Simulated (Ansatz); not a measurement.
Reading a saddle point

A first-order saddle point of C$_{2}$H$_{9}$B, singlet, PBE0-D4/def2-TZVP, with one imaginary mode of 1050i cm⁻¹:

```
12
angstrom
B -0.3510 1.3496 0.1942
C 0.3946 -0.0849 -0.5208
C -0.0802 -1.4315 -0.0032
H -1.5073 1.0927 0.3337
H 0.0590 2.3118 -0.3795
H 0.4981 0.6245 0.7386
H 0.1111 1.4358 1.3790
H 1.4849 -0.0557 -0.6180
H 0.0077 0.1058 -1.5213
H 0.2732 -2.2459 -0.6398
H 0.2805 -1.6308 1.0105
H -1.1705 -1.4714 0.0265
```

Computed with Ansatz 0.2.0 (basis: def2-TZVPP and def2-QZVPP); correlated methods freeze the cores. Extrapolation: Hartree–Fock as exp(−7.88 √X), correlation as X^−2.97.

**Question.** Which contacts change along the imaginary mode, and what lies on either side? (A judgement: the text doesn't fix the answer.)

**Answer.** The calculation gives: The step is C₂H₇B ([BH2][CH2][CH3]) + H₂ → C₂H₆ (CC) + BH₃, with the molecules in contact on both sides. Shortening one way: B1–H7, C2–H6; lengthening the same way: B1–C2, H6–H7.
```json
{"pair": "B1–H7", "one side (Å)": "1.44", "saddle (Å)": "1.27", "other side (Å)": "1.20"}
{"pair": "C2–H6", "one side (Å)": "2.41", "saddle (Å)": "1.45", "other side (Å)": "1.12"}
{"pair": "B1–C2", "one side (Å)": "1.59", "saddle (Å)": "1.77", "other side (Å)": "2.53"}
{"pair": "H6–H7", "one side (Å)": "0.81", "saddle (Å)": "1.10", "other side (Å)": "1.95"}
```

**Question.** Which side is lower, and how far does the saddle lie above each? (An estimate is asked for; the value comes from the calculation.)

**Answer.** Computed: The side with B1–H7, C2–H6 short is lower by 21.6 kJ/mol; the saddle lies 80.7 kJ/mol above it and 59.1 kJ/mol above the other (CCSD(T) at an estimated basis limit (MP2 extrapolated from triple and quadruple zeta, plus CCSD(T) − MP2 in triple zeta); electronic energies).

No T1 diagnostic of these runs exceeds 0.010.

Labels in which every atom is bracketed show which atoms are joined, not bond orders.

For scale, one of the runs: CCSD(T)/def2-TZVPP, 219 basis functions, launched by `ansatz run in.yaml --threads 2 --pin off --events-out ev --progress --plain --max-ram 4352MiB`. Hardware: 2 CPU threads of an Arm Neoverse V1, shared host. Wall time 81 s; peak host memory 3.4 GiB.
